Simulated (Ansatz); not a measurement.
The input, for Ansatz 0.2.0:

```yaml
crystal:
  periodic: [false, false, false]
  atoms:
    - {symbol: O, position_ang: [0.000000, -0.676845, 0.785054]}
    - {symbol: B, position_ang: [0.000000, 0.567200, 1.099112]}
    - {symbol: Si, position_ang: [0.000000, 0.118108, -0.941049]}
    - {symbol: H, position_ang: [0.000000, 1.369113, 1.971283]}
basis:
  gaussian: {orbitals: cc-pVDZ}
magnetization: {spin_polarized: false, initial_magnetization: 2}
correlation: {method: ccsd, electrons: all}
```

```sh
$ ansatz run in.yaml --threads 1 --pin off --events-out ev --progress --plain --max-ram 2393MiB
```

The program prints:

```
487 factors; integrals over basis functions are off by at most 8.0e-4 eV
mean field evaluation 1: about -10582.4075 eV, gradient 3.4e1 eV
mean field evaluation 2: about -10582.4880 eV, gradient 3.4e1 eV
mean field evaluation 4: about -10585.5330 eV, gradient 3.1e0 eV
mean field evaluation 8: about -10585.6204 eV, gradient 2.1e-1 eV
mean field evaluation 16: about -10582.4067 eV, gradient 3.4e1 eV
mean field evaluation 32: about -10583.4074 eV, gradient 3.1e0 eV
mean field evaluation 64: about -10582.3469 eV, gradient 4.5e-3 eV
mean field evaluation 96: about -10582.4356 eV, gradient 2.8e0 eV
mean field evaluation 128: about -10583.4753 eV, gradient 2.4e-3 eV
mean field -10585.62161655 eV, -389.0144192163 hartree, gradient 1.9e-6 eV, S^2 2.000000; 4 other end points of the search recorded, 0 dependent functions left out
determinant -10585.62161655 eV, -389.0144192163 hartree, with singles and doubles -10595.48596280 eV, -389.3769272545 hartree
determinant -10583.47534056 eV, -388.9355450284 hartree, with singles and doubles -10593.34793006 eV, -389.2983560007 hartree
determinant -10582.36457199 eV, -388.8947250363 hartree, with singles and doubles -10592.45952948 eV, -389.2657078815 hartree
determinant -10582.34690603 eV, -388.8940758243 hartree, with singles and doubles -10592.56025873 eV, -389.2694096131 hartree
reference -10585.62161655 eV, -389.0144192163 hartree; 15, 13 occupied and 36, 38 virtual orbitals, 487 factors
second order -9.18480712 eV of doubles, -0.07769393 eV of singles
cycle   1  -9.86465545 eV  change   -3.1e-4 eV  update   1.7e-3
cycle   2  -9.86443960 eV  change    2.2e-4 eV  update   1.2e-3
cycle   3  -9.86442310 eV  change    1.7e-5 eV  update   6.8e-4
cycle   4  -9.86465790 eV  change   -2.3e-4 eV  update   2.4e-4
cycle   5  -9.86502358 eV  change   -3.7e-4 eV  update   9.5e-5
cycle   6  -9.86505116 eV  change   -2.8e-5 eV  update   5.4e-5
cycle   7  -9.86500782 eV  change    4.3e-5 eV  update   2.5e-5
cycle   8  -9.86497859 eV  change    2.9e-5 eV  update   1.0e-5
Total energy: -10595.48659514 eV, -389.3769504928 hartree
```

Ran on 1 thread of Arm Neoverse V2, shared host: 9 s wall, 0.22 GiB peak host memory.
